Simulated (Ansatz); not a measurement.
# H2O2S: the cost of one run

Computed with the Python package of Ansatz 0.2.0. Level of theory: B3LYP/def2-SVP.

### 1 The structure

Bond lengths: O1–S2 1.655 Å, S2–O3 1.655 Å, O1–H4 0.984 Å, O3–H5 0.984 Å. Angles: O1–S2–O3 97.0°, S2–O1–H4 111.2°, S2–O3–H5 111.2°.

No structure file is read: the coordinates are typed or built in the script.

### 2 Script

Input file freq_h2o2s.py:

```python
"""Vibrations and zero-point energy of H2O2S."""

import itertools

import ansatz
from ase import Atoms
from ase.data import atomic_numbers, covalent_radii
from ase.thermochemistry import IdealGasThermo
import numpy as np


def main() -> None:
    geometry_ang = [
        ("O", [1.2728, -0.2284, -0.1543]),
        ("S", [-0.2234, -0.6363, -0.7334]),
        ("O", [-1.0636, -0.3516, 0.6642]),
        ("H", [1.5184, 0.6878, -0.4177]),
        ("H", [-1.5042, 0.5285, 0.6411]),
    ]
    system = ansatz.Crystal.molecule()
    for symbol, xyz in geometry_ang:
        system = system.atom(symbol, xyz)

    base = (
        system.calculation()
        .basis(gaussian="def2-SVP")
        .functional("b3lyp")
    )
    symbols = [site.symbol for site in system.cartesian_sites]
    start = np.array([site.position_ang for site in system.cartesian_sites], dtype=float)
    report = base.relax(force_tolerance=0.003, max_steps=100).run().report
    end = np.array(report["positions_ang"])

    # pairs closer than 1.2 times the sum of covalent radii, before or after
    radius = [covalent_radii[atomic_numbers[s]] for s in symbols]
    span = lambda where, i, j: np.linalg.norm(where[i] - where[j])
    bonded = [(i, j) for i, j in itertools.combinations(range(len(symbols)), 2) if min(span(start, i, j), span(end, i, j)) < 1.2 * (radius[i] + radius[j])]
    print("pair        before    after (A)")
    for i, j in bonded:
        print(f"{symbols[i]}{i}-{symbols[j]}{j}".ljust(10), f"{span(start, i, j):8.4f} {span(end, i, j):8.4f}")

    # same settings at the minimum
    minimum = ansatz.Crystal.molecule()
    for symbol, place in zip(symbols, end):
        minimum = minimum.atom(symbol, place.tolist())
    vibrating = minimum.calculation()
    vibrating = vibrating.basis(gaussian="def2-SVP")
    vibrating = vibrating.functional("b3lyp")
    vibrating = vibrating.phonons(temperatures=(100, 500, 100))
    vib = vibrating.run().report["vibrations"]
    sums = vib["harmonic_sums"]
    modes = [m["omega_inv_cm"] for m in sums["modes_at_gamma"] if m["rigid_motion"] == "no"]
    print("frequencies (1/cm):", " ".join(f"{w:.0f}" for w in modes))
    print("imaginary modes:", sum(w < 0 for w in modes), " zero-point energy:", round(sums["zero_point_energy_ev"], 4), "eV")
    # rigid rotor and ideal gas, symmetry number taken as one
    gas = IdealGasThermo(vib_energies=[w / 8065.544 for w in modes if w > 0], geometry="linear" if len(modes) == 3 * len(symbols) - 5 else "nonlinear",
                         atoms=Atoms(symbols, positions=end), symmetrynumber=1, spin=0.0)
    print(f"H(298 K) - E = {gas.get_enthalpy(298.15, verbose=False):.4f} eV")
    print(f"S(298 K, 1 bar) = {96485.33 * gas.get_entropy(298.15, 1e5, verbose=False):.1f} J/(mol K) with symmetry number 1")

    # all hydrogen replaced by deuterium
    heavier = vibrating.phonons(masses={"H": 2.014102}).run().report["vibrations"]["harmonic_sums"]
    print("deuterated (1/cm):", " ".join(f"{m['omega_inv_cm']:.0f}" for m in heavier["modes_at_gamma"] if m["rigid_motion"] == "no"))
    print("zero-point energy falls by", round(sums["zero_point_energy_ev"] - heavier["zero_point_energy_ev"], 4), "eV")


if __name__ == "__main__":
    main()
```

### 3 The input behind the calls

The engine receives this input (first run):

```yaml
crystal:
  periodic: [false, false, false]
  atoms:
    - { symbol: O, position_ang: [1.2728, -0.2284, -0.1543] }
    - { symbol: S, position_ang: [-0.2234, -0.6363, -0.7334] }
    - { symbol: O, position_ang: [-1.0636, -0.3516, 0.6642] }
    - { symbol: H, position_ang: [1.5184, 0.6878, -0.4177] }
    - { symbol: H, position_ang: [-1.5042, 0.5285, 0.6411] }
basis:
  gaussian:
    orbitals: def2-SVP
hamiltonian:
  xc: b3lyp
relax:
  f_tol: 0.003
  max_steps: 100
```

### 4 The run

The run is started by

```
> python freq_h2o2s.py
```

Q: Estimate wall time and peak memory on 1 thread of Arm Neoverse V1, shared host.

About 37 s, with a peak of 0.23 GiB.
